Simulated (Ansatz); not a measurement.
These are frozen-core CCSD(T)/def2-TZVPP // TPSSh-D3(BJ)/def2-TZVP (Ansatz, a quantum-chemistry and plane-wave program) values and carry that method's errors.

Ansatz 0.2 input:
```yaml
crystal:
  periodic: [false, false, false]
  atoms:
    - { symbol: C, position_ang: [-0.045433, -0.001323, 0.029184] }
    - { symbol: O, position_ang: [1.314898, -0.119382, 0.120429] }
    - { symbol: H, position_ang: [-0.578471, -0.128151, 0.980739] }
    - { symbol: H, position_ang: [-0.285609, 0.980877, -0.414612] }
    - { symbol: H, position_ang: [-0.412071, -0.73277, -0.712556] }
basis:
  gaussian: { orbitals: def2-TZVPP }
correlation:
  method: ccsd_t
magnetization:
  spin_polarized: true
  initial_magnetization: 1
```

Output:

```
Functional definition: HF
620 factors; integrals over basis functions are off by at most 1.0e-3 eV
mean field evaluation 1: about -3112.0975 eV, gradient 1.9e1 eV
mean field evaluation 2: about -3112.0997 eV, gradient 1.9e1 eV
mean field evaluation 4: about -3114.6433 eV, gradient 3.7e0 eV
mean field evaluation 8: about -3114.9099 eV, gradient 1.9e-1 eV
mean field evaluation 16: about -3113.9861 eV, gradient 1.2e1 eV
mean field evaluation 32: about -3114.8798 eV, gradient 2.8e0 eV
mean field evaluation 64: about -3114.8203 eV, gradient 1.3e-2 eV
mean field evaluation 96: about -3110.5530 eV, gradient 1.1e-1 eV
mean field -3114.91031867 eV, -114.4708428491 hartree, gradient 1.7e-6 eV, S^2 0.759640; 5 other end points of the search recorded, 0 dependent functions left out
determinant -3114.91031867 eV, -114.4708428491 hartree, with singles and doubles -3125.75072905 eV, -114.8692205825 hartree
determinant -3114.82030671 eV, -114.4675349704 hartree, with singles and doubles -3125.64060368 eV, -114.8651735500 hartree
determinant -3114.91031867 eV, -114.4708428491 hartree, with singles and doubles -3125.66317928 eV, -114.8660031878 hartree
determinant -3114.82030671 eV, -114.4675349704 hartree, with singles and doubles -3125.55256000 eV, -114.8619380043 hartree
2 core orbitals not correlated
reference -3114.91031867 eV, -114.4708428491 hartree; 7, 6 occupied and 95, 96 virtual orbitals, 620 factors
second order -9.98076092 eV of doubles, -0.00000000 eV of singles
cycle   1  -10.75286111 eV  change   -5.1e-7 eV  update   4.9e-6
perturbative correction -0.34241090 eV, -0.0125833684 hartree
Total energy: -3126.00559068 eV, -114.8785865748 hartree
```

Cost: very roughly 40 core-seconds.
